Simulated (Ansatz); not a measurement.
BHS (`B=S`), 3 atoms. Charge 0, multiplicity 1. All runs use 2 threads of an AMD EPYC 7R13 on a shared host. Correlated methods freeze the cores. Open-shell runs search over several starts.

Task: Give the basis size and wall time and peak host memory of each of these runs in Ansatz. RKS PBE0-D4/def2-SVP energy; UKS ωB97X-V/def2-TZVPP energy of the cation; RHF-CCSD(T)/def2-QZVPP energy; UKS PBE-D4/def2-TZVPP energy of the cation; UKS B2PLYP (frozen core)/def2-TZVPP energy of the cation; UKS B3LYP-D4/def2-TZVPP energy of the cation; UKS PBE0-D4/def2-TZVPP energy of the cation; RHF-CCSD(T)/def2-TZVPP energy; RKS ωB97M-V/def2-SVP energy; UKS r2SCAN-D4/def2-TZVPP energy of the cation; RKS PBE0-D4/def2-TZVP frequencies; RKS ωB97M-V/def2-QZVPP energy. (An estimate is asked.)

Result: Computed: Other jobs shared the machine, so times are rough.

| level | job | functions | wall time | peak host memory (GiB) |
| --- | --- | --- | --- | --- |
| RKS PBE0-D4/def2-SVP | energy | 37 | 0.2 s | 0.09 |
| RKS ωB97M-V/def2-SVP | energy | 37 | 0.55 s | 0.11 |
| RHF-CCSD(T)/def2-TZVPP | energy | 87 | 1.1 s | 0.2 |
| RKS ωB97M-V/def2-QZVPP | energy | 157 | 2.1 s | 0.26 |
| UKS B2PLYP (frozen core)/def2-TZVPP | energy of the cation | 87 | 3.1 s | 0.17 |
| UKS PBE-D4/def2-TZVPP | energy of the cation | 87 | 4.2 s | 0.14 |
| RHF-CCSD(T)/def2-QZVPP | energy | 157 | 4.7 s | 0.78 |
| UKS PBE0-D4/def2-TZVPP | energy of the cation | 87 | 5.5 s | 0.18 |
| UKS B3LYP-D4/def2-TZVPP | energy of the cation | 87 | 5.5 s | 0.18 |
| RKS PBE0-D4/def2-TZVP | frequencies | 74 | 7 s | 0.12 |
| UKS r2SCAN-D4/def2-TZVPP | energy of the cation | 87 | 12 s | 0.17 |
| UKS ωB97X-V/def2-TZVPP | energy of the cation | 87 | 14 s | 0.23 |

B3LYP here is the variant with VWN-RPA as its local correlation; programs differ in this.
